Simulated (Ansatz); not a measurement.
Cost and result for the atomization energy of C₃H₄F₂O, SMILES `CO/C(F)=C/F` (10 atoms, 9 bonds).

Cartesian coordinates in Å:
```
C -1.109 0.832 0.815
O -0.638 -0.461 0.432
C 0.212 -0.468 -0.588
F -0.277 0.018 -1.730
C 1.437 -0.963 -0.514
F 2.218 -1.056 -1.593
H -1.765 0.674 1.668
H -1.667 1.299 0.002
H -0.268 1.469 1.104
H 1.858 -1.345 0.404
```

Total charge 0; spin multiplicity 1. The structure was optimised at the PBE0-D4/def2-TZVP level. It is one conformer, not always the lowest. Program: Ansatz. All runs use 4 threads of an Arm Neoverse V1 on a shared host. Times are those of one run each, without the atoms' runs, and a repeat can differ threefold. Electronic energies, without spin–orbit coupling; frozen cores. CCSD(T)/CBS adds CCSD(T) − MP2 in def2-TZVPP to the MP2 limit, and its time is that of the two runs behind it. T1 = 0.012. B3LYP takes the VWN-RPA correlation (the form of Gaussian; ORCA's B3LYP/G).

CCSD(T)/CBS is a level of theory with its own doubt, some kJ/mol a heavy atom from the limit and from the frozen cores, so smaller differences don't rank the functionals.

```json
{"level": "PBE-D4/def2-TZVPP (with forces)", "functions": "242", "wall time": "2 s"}
{"level": "PBE0-D4/def2-TZVPP", "functions": "242", "wall time": "2.4 s"}
{"level": "B3LYP-D4/def2-TZVPP (with forces)", "functions": "242", "wall time": "3.7 s"}
{"level": "r2SCAN-D4/def2-TZVPP (with forces)", "functions": "242", "wall time": "4.2 s"}
{"level": "B2PLYP/def2-TZVPP", "functions": "242", "wall time": "4.6 s"}
{"level": "ωB97X-V/def2-TZVPP", "functions": "242", "wall time": "6.5 s"}
{"level": "ωB97M-V/def2-TZVPP (with forces)", "functions": "242", "wall time": "9.5 s"}
{"level": "MP2/def2-QZVPP", "functions": "462", "wall time": "20 s"}
{"level": "CCSD(T)/def2-TZVPP", "functions": "242", "wall time": "3.4 min"}
{"level": "CCSD(T)/CBS(def2)", "functions": "–", "wall time": "3.8 min"}
```

**Question.** What atomization energy does each give, and how far from CCSD(T)/CBS? (Best estimate.)

**Answer.** Ansatz gave: 
| level | atomization (kcal/mol) | difference from CCSD(T)/CBS | per bond |
| --- | --- | --- | --- |
| PBE-D4/def2-TZVPP (with forces) | 1006.1 | 42.5 | 4.7 |
| PBE0-D4/def2-TZVPP | 973.2 | 9.6 | 1.1 |
| B3LYP-D4/def2-TZVPP (with forces) | 964.7 | 1.1 | 0.1 |
| r2SCAN-D4/def2-TZVPP (with forces) | 971.5 | 7.9 | 0.9 |
| B2PLYP/def2-TZVPP | 955.8 | -7.8 | -0.9 |
| ωB97X-V/def2-TZVPP | 967.3 | 3.7 | 0.4 |
| ωB97M-V/def2-TZVPP (with forces) | 968.9 | 5.3 | 0.6 |
| MP2/def2-QZVPP | 982.5 | 18.9 | 2.1 |
| CCSD(T)/def2-TZVPP | 937.4 | -26.2 | -2.9 |
| CCSD(T)/CBS(def2) | 963.6 | 0.0 | 0.0 |

In def2-TZVPP, CCSD(T) changes the Hartree–Fock value by +268.7 kcal/mol (the triples alone add +19.0 kcal/mol) and MP2 by +298.3 kcal/mol; breaking electron pairs costs correlation energy, which Hartree–Fock lacks. The D4 term adds +5.9 kcal/mol with B3LYP and +3.1 kcal/mol with PBE0; it sums over pairs of atoms, weighted by their polarisabilities, and B3LYP, whose exchange is more repulsive, gets the larger term. From PBE to PBE0 (25 % exact exchange), in def2-TZVPP and without D4, the atomization energy moves by −32.3 kcal/mol: exact exchange takes away binding that semilocal exchange gives to molecules.
